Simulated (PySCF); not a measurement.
These are PBE-D3(BJ)/def2-TZVP // PBE0-D3(BJ)/def2-TZVP in PySCF values and carry that method's errors. Gas-phase values, no solvent. One relaxed conformer stands for a flexible species; it need not be the lowest. Excitations are Tamm–Dancoff values on a coarser integration grid. The basis has no diffuse functions, so Rydberg states are missing or too high.

Reference species (SMILES): `ClB(Cl)Cl` (neutral, multiplicity 1).

* **S1–T1 gap (TDA)**: 0.19 eV
* **T1 excitation (TDA)**: 4.93 eV
* **LUMO**: -2.61 eV
* **HOMO–LUMO gap**: 5.04 eV

Changed species: `OB(O)O` (3 of 3 Cl replaced by OH; the reference has 0 of 3 Cl replaced by OH).

Question: What does the change do to the S1–T1 gap (TDA), T1 excitation (TDA), LUMO and HOMO–LUMO gap?

Answer: the S1–T1 gap (TDA) falls by 0.05 eV, to 0.14 eV; the T1 excitation (TDA) goes up by 1.68 eV, to 6.61 eV; the LUMO rises by 1.89 eV, to -0.72 eV; the HOMO–LUMO gap increases by 1.66 eV, to 6.70 eV.
